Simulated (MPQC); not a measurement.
# C2H3N (isocyanomethane) at 4 levels

We compute a comparison of 4 runs (HF/def2-SVP, HF/aug-cc-pVDZ, B3LYP/3-21G, PBE0/def2-SVP) of C2H3N (isocyanomethane). 

The calculation is run with MPQC 2.3.1.

## Step 1: The structure to begin with

The species is C2H3N (6 atoms), meant as a singlet with charge 0. SMILES: `[C-]#[N+]C`. Geometry: relaxed at GFN2-xTB.

Bond lengths: C1–N2 1.161 Å, N2–C3 1.396 Å, C3–H4 1.091 Å, C3–H5 1.091 Å, C3–H6 1.091 Å. Angles: C1–N2–C3 179.8°, N2–C3–H4 109.4°, N2–C3–H5 109.5°, N2–C3–H6 109.4°, H4–C3–H5 109.5°, H4–C3–H6 109.5°, H5–C3–H6 109.5°.

## Step 2: Energy and forces at HF/def2-SVP (run 1)

run.in reads:

```
molecule<Molecule>: (
  symmetry = c1
  unit = angstrom
  { atoms geometry } = {
    C  [ 0.795140    -1.710370     0.877810 ]
    N  [ 0.349100    -0.756470     0.387710 ]
    C  [ -0.182290     0.392490    -0.201380 ]
    H  [ -1.130340     0.148150    -0.683830 ]
    H  [ 0.517240     0.775730    -0.946310 ]
    H  [ -0.348860     1.150470     0.566000 ]
  }
)
basis<GaussianBasisSet>: (
  name = "def2-SVP"
  molecule = $:molecule
  basisdir = "."
  puream = yes
)
mpqc: (
  checkpoint = no
  savestate = no
  restart = no
  do_energy = yes
  do_gradient = yes
  optimize = no
  mole<CLHF>: (
    molecule = $:molecule
    basis = $:basis
    total_charge = 0
    memory = 1000000000
    print_evals = yes
    print_npa = yes
    maxiter = 120
    value_accuracy = 1e-08
    guess_wavefunction<CLHF>: (
      molecule = $:molecule
      total_charge = 0
      memory = 1000000000
      value_accuracy = 1e-3
      basis<GaussianBasisSet>: (
        name = "MINI (Huzinaga)"
        molecule = $:molecule
      )
    )
  )
)
```

The basis set def2-SVP is read from a file made from the Basis Set Exchange's data (not shown).

Run with:

```
mpqc -o run.out run.in
```

Output:

```text
MPQC: Massively Parallel Quantum Chemistry
[...]
  LUMO is    12   A =   0.170935
  total scf energy = -131.7951003218
[...]
Value of the MolecularEnergy: -131.7951003218
  Gradient of the MolecularEnergy:
      1    0.0108313529
      2   -0.0229257851
      3    0.0118021091
      4   -0.0184649349
      5    0.0391751695
      6   -0.0201571280
      7    0.0061220515
      8   -0.0128701676
      9    0.0066518302
     10   -0.0016693523
     11   -0.0025961285
     12   -0.0003197357
[...]
      symmetry = c1
[...]
```

Wall time 4.8 s (1 thread of Arm Neoverse V1, shared host); peak memory 0.2 GiB.

## Step 3: Energy and gradient at HF/aug-cc-pVDZ (run 2)

run.in reads:

```
molecule<Molecule>: (
   symmetry = c1
   unit = bohr
   { atoms geometry } = {
      C  [ 1.50259683 -3.23213087 1.65882049 ]
      N  [ 0.65970339 -1.42952112 0.73266572 ]
      C  [ -0.34447818 0.74169861 -0.38055305 ]
      H  [ -2.13603303 0.27996293 -1.29225142 ]
      H  [ 0.97744194 1.46591725 -1.78826673 ]
      H  [ -0.65924986 2.17407321 1.06958499 ]
   }
)
basis<GaussianBasisSet>: (
   name = "aug-cc-pVDZ"
   molecule = $:molecule
   basisdir = "."
   puream = yes
)
mpqc: (
   checkpoint = no
   savestate = no
   restart = no
   do_energy = yes
   do_gradient = yes
   optimize = no
   mole<CLHF>: (
      molecule = $:molecule
      basis = $:basis
      total_charge = 0
      memory = 1000000000
      print_evals = yes
      print_npa = yes
      maxiter = 120
      value_accuracy = 1e-08
      guess_wavefunction<CLHF>: (
         molecule = $:molecule
         total_charge = 0
         memory = 1000000000
         value_accuracy = 1e-3
         basis<GaussianBasisSet>: (
            name = "STO-3G"
            molecule = $:molecule
         )
      )
   )
)
```

The basis set aug-cc-pVDZ is read from a file made from the Basis Set Exchange's data (not shown).

Run with:

```
mpqc run.in > run.out
```

Output:

```text
MPQC: Massively Parallel Quantum Chemistry
[...]
  LUMO is    12   A =   0.028611
  total scf energy = -131.9110864981
[...]
Value of the MolecularEnergy: -131.9110864981
  Gradient of the MolecularEnergy:
      1    0.0077909820
      2   -0.0164596514
      3    0.0084763673
      4   -0.0169290281
      5    0.0359964594
      6   -0.0185134718
      7    0.0086731745
      8   -0.0184279274
      9    0.0094967685
     10   -0.0024343141
     11   -0.0021177684
     12   -0.0008765822
[...]
      symmetry = c1
[...]
```

Run time: 31 s. Hardware: 1 thread of Arm Neoverse V1, shared host; peak memory 0.51 GiB.

Run 3 isn't shown in full; the table further down has it.

## Step 4: Energy and forces at PBE0/def2-SVP (run 4)

job.in reads:

```
molecule<Molecule>: (
   symmetry = c1
   unit = angstrom
   { atoms geometry } = {
      C  [ 0.795140      -1.710370       0.877810 ]
      N  [ 0.349100      -0.756470       0.387710 ]
      C  [ -0.182290       0.392490      -0.201380 ]
      H  [ -1.130340       0.148150      -0.683830 ]
      H  [ 0.517240       0.775730      -0.946310 ]
      H  [ -0.348860       1.150470       0.566000 ]
   }
)
basis<GaussianBasisSet>: (
   name = "def2-SVP"
   molecule = $:molecule
   basisdir = "."
   puream = yes
)
mpqc: (
   checkpoint = no
   savestate = no
   restart = no
   do_energy = yes
   do_gradient = yes
   optimize = no
   mole<CLKS>: (
      molecule = $:molecule
      basis = $:basis
      total_charge = 0
      memory = 1000000000
      print_evals = yes
      print_npa = yes
      maxiter = 120
      value_accuracy = 1e-08
      functional<SumDenFunctional>: (
         a0 = 0.25
         coefs = [ 0.75 1 ]
         funcs: [ <PBEXFunctional>: () <PBECFunctional>: () ]
      )
      integrator<RadialAngularIntegrator>: ( grid = xfine )
      guess_wavefunction<ExtendedHuckelWfn>: (
         molecule = $:molecule
         total_charge = 0
         multiplicity = 1
         basis<GaussianBasisSet>: (
            name = "STO-3G"
            molecule = $:molecule
         )
      )
   )
)
```

The basis set def2-SVP is read from a file made from the Basis Set Exchange's data (not shown).

Run with:

```
mpqc job.in > job.out
```

Output:

```text
MPQC: Massively Parallel Quantum Chemistry
[...]
  CLSCF::init: total charge = 0
[...]
  nbasis = 57
[...]
  Integrated electron density error = 0.000109855826
  iter     1 energy = -131.8457282062 delta = 1.10914e-01
  Integrated electron density error = -0.000032723206
  iter     2 energy = -132.3628545553 delta = 4.32405e-02
[...]
  Integrated electron density error = 0.000000035672
  iter    10 energy = -132.4546130311 delta = 1.39304e-06
  Integrated electron density error = 0.000000035673
  iter    11 energy = -132.4546130312 delta = 2.76628e-07
  Integrated electron density error = 0.000000035673
  iter    12 energy = -132.4546130312 delta = 1.84012e-08
[...]
  LUMO is    12   A =   0.036660
  total scf energy = -132.4546130312
[...]
  Integrated electron density error = 0.000000034534
  Total Gradient:
[...]
Value of the MolecularEnergy: -132.4546130312
  Gradient of the MolecularEnergy:
      1   -0.0092386899
      2    0.0199923188
      3   -0.0102478777
      4    0.0047735074
      5   -0.0105916841
      6    0.0054042993
      7   -0.0002859194
      8    0.0009648532
      9   -0.0004456931
     10    0.0051726603
     11   -0.0010602118
     12    0.0032184595
[...]
        symmetry = c1
[...]
```

It took 27 s on 1 thread of Arm Neoverse V1, shared host; peak memory 0.19 GiB.

## Step 5: Overview of the runs

```csv
run,level,starting guess,integration grid,energy (Eh),HOMO energy (eV),LUMO energy (eV),HOMO–LUMO gap (eV),wall time
1,HF/def2-SVP,MINI (Huzinaga),–,-131.795100,-12.64,4.65,17.29,4.8 s
2,HF/aug-cc-pVDZ,STO-3G,–,-131.911086,-12.82,0.78,13.60,31 s
3,B3LYP/3-21G,STO-3G,xfine,-131.983549,-7.70,1.28,8.98,8.7 s
4,PBE0/def2-SVP,huckel STO-3G,xfine,-132.454613,-8.41,1.00,9.41,27 s
```

## Step 6: Summary of results

| quantity | value |
| --- | --- |
| run 4: total energy | -132.45461 Eh |
| run 4: HOMO energy | -8.41 eV |
| run 4: LUMO energy | 1.00 eV |
| run 4: HOMO–LUMO gap | 9.41 eV |
| run 4: largest force on an atom | 1.249 eV/Å |

**Reading.** The HOMO–LUMO gap runs from 8.98 eV (B3LYP/3-21G) to 17.29 eV (HF/def2-SVP). The two ends differ in method and basis. Totals of different functionals can't be ranked against each other. All runs together took 71 s, the longest 31 s.
